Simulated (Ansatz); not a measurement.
# B₂H₂ (triplet): wave-function methods side by side at distance B1–H3 = 2.197 Å, 6-31G

Aim: climb from Hartree-Fock through coupled cluster and multireference methods for B₂H₂ (triplet) at one geometry and basis, and see what each rung misses.

The runs use Ansatz 0.2.0, Gaussian basis; 6-31G, core rule «outside noble gas», up to 2 orbitals frozen.

To be run: UHF; CCSD(T) on ROHF; CCSD(T) on UHF; BCCD(T) on ROHF; CISD; CCSDT(Q) on ROHF; CCSDT(Q) on UHF; CASSCF and MRCISD+Q, 4 electrons in 4 orbitals; CASSCF and NEVPT2, 4 electrons in 4 orbitals; CASSCF and MRCISD+Q, 8 electrons in 10 orbitals; CASSCF and NEVPT2, 8 electrons in 10 orbitals; Full CI.

20 further runs of the same task are left out: 2 for a mislabelled method, 12 that didn't finish, 6 set aside as unsound or not needed.

## (1) The geometry

The geometry derives from a PBE0/def2-TZVP stationary point (not a proven minimum). One bond is set to the value named and the two fragments are kept rigid.

4 atoms, charge 0, spin multiplicity 3.

Atoms are counted from 1 here; the program's logs count them from 0.

Bond lengths: B1–B2 1.585 Å, B1–H4 1.197 Å. Angles: B2–B1–H4 118.9°.

Geometry (Å):

```xyz
4
charge 0, multiplicity 3
B     0.0000   -0.0373    0.6550
B     0.0000   -0.0373   -0.9301
H     0.0000    1.8861    1.7167
H     0.0000   -1.0852    1.2334
```

## (2) UHF

in.yaml reads:

```yaml
crystal:
  periodic: [false, false, false]
  atoms:
    - {symbol: B, position_ang: [0.000000, -0.037336, 0.655021]}
    - {symbol: B, position_ang: [0.000000, -0.037336, -0.930061]}
    - {symbol: H, position_ang: [0.000000, 1.886131, 1.716662]}
    - {symbol: H, position_ang: [0.000000, -1.085204, 1.233383]}
basis:
  gaussian: {orbitals: 6-31G}
magnetization: {spin_polarized: true, initial_magnetization: 2}
hamiltonian: {xc: hf}
output: {orbitals: {seedname: orbitals}}
```

The run is started by

```bash
ansatz run in.yaml --threads 1 --pin off --events-out ev --progress --plain --max-ram 2393MiB
```

After this run come: CCSD(T) on ROHF; CCSD(T) on UHF; BCCD(T) on ROHF; CISD; CCSDT(Q) on ROHF; CCSDT(Q) on UHF; CASSCF and MRCISD+Q, 4 electrons in 4 orbitals; CASSCF and NEVPT2, 4 electrons in 4 orbitals; CASSCF and MRCISD+Q, 8 electrons in 10 orbitals; CASSCF and NEVPT2, 8 electrons in 10 orbitals; Full CI.

Q: Predict the results of all the runs planned. Wanted: FCI below the RHF energy; RMP2 from FCI; UMP2 from FCI; RCCSD from FCI; RCCSD(T) from FCI; UCCSD(T) from FCI; RCCSDT(Q) from FCI; UCCSDT(Q) from FCI; NEVPT2 pair from FCI.

The runs gave:

| quantity | value |
| --- | --- |
| FCI below the RHF energy | -3.7573 eV |
| RMP2 from FCI | +133.3 kJ/mol |
| UMP2 from FCI | +118.8 kJ/mol |
| RCCSD from FCI | +21.0 kJ/mol |
| RCCSD(T) from FCI | +6.0 kJ/mol |
| UCCSD(T) from FCI | +9.0 kJ/mol |
| RCCSDT(Q) from FCI | +0.2 kJ/mol |
| UCCSDT(Q) from FCI | 0.0 kJ/mol |
| NEVPT2 pair from FCI | +76.6 kJ/mol |
| MRCISD+Q pair from FCI | +4.0 kJ/mol |
| NEVPT2 valence from FCI | +20.9 kJ/mol |
| levels within 1 kcal/mol (43 meV) | RCCSDT, UCCSDT, RCCSDT(Q), UCCSDT(Q), MRCISD+Q pair, MRCISD valence, MRCISD+Q valence |
| T1 diagnostic | 0.051 |
| effectively unpaired electrons | 2.39 |

In words: RCCSD(T) lands +6.0 kJ/mol from the yardstick (1.7 % of the correlation energy). CCSD(T) misses by +6.0 kJ/mol on the restricted determinant and by +9.0 kJ/mol on the unrestricted one; the two need not hold the same state or core. The occupations show some static correlation. Of the multireference levels listed MRCISD+Q valence comes nearest in total energy (+0.8 kJ/mol), which doesn't show that its space is the better one. These misses are within one basis, not against nature; the frozen cores of restricted and unrestricted runs differ, which can shift their rows.
